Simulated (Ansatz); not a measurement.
**SF2 (sulfur difluoride): RPA@PBE0/def2-TZVP**

What is the vertical singlet–triplet gap of SF2 (sulfur difluoride) at RPA@PBE0/def2-TZVP? 

The calculation is run with Ansatz 0.2.0.

42 further runs of the same task are left out: 42 set aside as unsound or not needed.

## Step 1: The system as given

The species is SF2 (3 atoms), meant as a singlet with charge 0. SMILES: `FSF`. The shape is that of a PBE0-D4/def2-TZVP optimisation.

Bond lengths: F1–S2 1.590 Å, S2–F3 1.590 Å. Angles: F1–S2–F3 98.6°.

## Step 2: The energy at RPA@PBE0/def2-TZVP

The input, job.yaml:

```yaml
crystal:
  periodic: [false, false, false]
  atoms:
    - {symbol: F, position_ang: [0.440140, 1.116450, 0.365400]}
    - {symbol: S, position_ang: [-0.601990, 0.126530, -0.315250]}
    - {symbol: F, position_ang: [0.161840, -1.242970, -0.050150]}
basis:
  gaussian: {orbitals: def2-TZVP}
hamiltonian: {xc: pbe0}
correlation: {method: rpa, frozen_orbitals: {F: 1, S: 5}}
accuracy: high
```

On the command line:

```console
ansatz run job.yaml --threads 1 --pin off --max-ram 3480MiB --events-out events.jsonl --progress --plain --runs-dir runs
```

The program printed:

```text
Warning: RAYON_NUM_THREADS=1 ignored (pool sized by the plan → 1); use --threads N
Functional definition: PBE0
  name "PBE0"
  parameter a = 0.25
  parameter kappa = 0.804
  parameter beta = 0.06672455060314922
  exchange = (1 - a)*pbe_x(kappa = kappa, mu = beta*pi^2/3) + a*exact_x
  correlation = pbe_c(beta = beta)
1532 factors; integrals over basis functions are off by at most 3.3e-9 eV
mean field evaluation 1: about -16259.8082 eV, gradient 3.5e1 eV
mean field evaluation 2: about -16259.9352 eV, gradient 3.5e1 eV
mean field evaluation 4: about -16261.5277 eV, gradient 3.2e0 eV
mean field evaluation 8: about -16261.5503 eV, gradient 1.1e-1 eV
mean field evaluation 16: about -16261.5503 eV, gradient 1.8e-5 eV
mean field -16261.55033177 eV, -597.6009522178 hartree, gradient 2.4e-8 eV, S^2 0.000000; 0 other end points of the search recorded, 0 dependent functions left out
7 core orbitals not correlated: weight in the atoms' cores, before any rotation towards them, 1.000 or more for the frozen orbitals, at most 0.000 for the correlated occupied ones
reference -16229.54895546 eV, -596.4249233298 hartree; 10, 10 occupied and 82, 82 virtual orbitals, 1532 factors
Total energy: -16255.19211469 eV, -597.3672920501 hartree
```

Wall time 8.4 s (1 thread of Arm Neoverse V1, shared host); peak memory 0.27 GiB.

## Step 3: The triplet

The input, in.yaml:

```yaml
crystal:
  periodic: [false, false, false]
  atoms:
    - {symbol: F, position_ang: [0.440140, 1.116450, 0.365400]}
    - {symbol: S, position_ang: [-0.601990, 0.126530, -0.315250]}
    - {symbol: F, position_ang: [0.161840, -1.242970, -0.050150]}
basis:
  gaussian:
    orbitals: def2-TZVP
total_charge: 0
magnetization:
  spin_polarized: true
  initial_magnetization: 2
hamiltonian:
  xc: {name: PBE0}
correlation:
  method: rpa
  frozen_orbitals: {F: 1, S: 5}
accuracy: high
```

On the command line:

```console
ansatz run in.yaml --threads 1 --pin off --max-ram 3480MiB --events-out events.jsonl --progress --plain --runs-dir runs
```

The program printed (excerpt; [...] marks lines left out):

```text
Warning: RAYON_NUM_THREADS=1 ignored (pool sized by the plan → 1); use --threads N
[... 2 set-up lines as earlier in the session ...]
[...]
1532 factors; integrals over basis functions are off by at most 3.3e-9 eV
[...]
mean field -16259.01743483 eV, -597.5078699723 hartree, gradient 3.6e-8 eV, S^2 2.006148; 2 other end points of the search recorded, 0 dependent functions left out
7 core orbitals not correlated: weight in the atoms' cores, before any rotation towards them, 1.000 or more for the frozen orbitals, at most 0.000 for the correlated occupied ones
reference -16226.96910752 eV, -596.3301156667 hartree; 11, 9 occupied and 81, 83 virtual orbitals, 1532 factors
Total energy: -16252.42417736 eV, -597.2655722292 hartree
```

Run time: 13 s. Hardware: 1 thread of Arm Neoverse V1, shared host; peak memory 0.33 GiB.

## Step 4: What came out

At RPA@PBE0/def2-TZVP, 7 core orbitals frozen:

| quantity | value |
| --- | --- |
| singlet: total energy | -597.36729 Eh |
| singlet: RPA correlation energy (valence) | -942.4 mEh |
| triplet: total energy | -597.26557 Eh |
| triplet: RPA correlation energy (valence) | -935.5 mEh |
| triplet: ⟨S²⟩ of the reference determinant | 2.006 |
| vertical energy of the triplet above the singlet | 2.768 eV |

**Reading.** At this shape the triplet lies 2.77 eV (267 kJ/mol) above the singlet.
